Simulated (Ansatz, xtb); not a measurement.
# C3H5Cl: 4 structures ranked

4 gas-phase structures of C3H5Cl, found in a search over its isomers (lower ones may exist). Each was relaxed with GFN2-xTB:

A. `ClC1CC1`, a singlet
B. `C/C=C/Cl`, a singlet
C. `C=C(C)Cl`, a singlet
D. `C/C=C\Cl`, a singlet

Task: Estimate their order in r2SCAN-D4/def2-SVP energy at these geometries, lowest first.

Result: Calculated order at r2SCAN-D4/def2-SVP: C (0.0), D (1.2), B (2.4), A (8.6) kcal/mol.

Energies above the lowest of each column, in kcal/mol; the last columns are at B3LYP/6-31G* geometries (a dash: not run or not comparable):

```json
{"structure": "C", "GFN2-xTB": "0.0", "HF/STO-3G": "0.9", "r2SCAN-D4/def2-SVP": "0.0", "B3LYP/6-31G*": "0.0", "CCSD(T)/def2-TZVP": "0.0"}
{"structure": "D", "GFN2-xTB": "2.0", "HF/STO-3G": "1.7", "r2SCAN-D4/def2-SVP": "1.2", "B3LYP/6-31G*": "1.0", "CCSD(T)/def2-TZVP": "1.8"}
{"structure": "B", "GFN2-xTB": "1.8", "HF/STO-3G": "1.7", "r2SCAN-D4/def2-SVP": "2.4", "B3LYP/6-31G*": "1.1", "CCSD(T)/def2-TZVP": "2.1"}
{"structure": "A", "GFN2-xTB": "2.0", "HF/STO-3G": "0.0", "r2SCAN-D4/def2-SVP": "8.6", "B3LYP/6-31G*": "10.4", "CCSD(T)/def2-TZVP": "–"}
```

CCSD(T)/def2-TZVP puts C lowest of those it was run on; HF/STO-3G picks A. Some further structures that were screened fall inside this span and aren't listed. Frequencies (B3LYP/6-31G*) were run for B, C, D alone.

Over these structures GFN2-xTB departs from r2SCAN-D4/def2-SVP by 2.5 kcal/mol on average once a common shift is removed. A GFN2-xTB relaxation took about 0.036 s and the r2SCAN-D4/def2-SVP energy about 1.2 s on a shared host (Ansatz 0.2.0, xtb 6.7.1 (Pople sets with spherical d functions)).
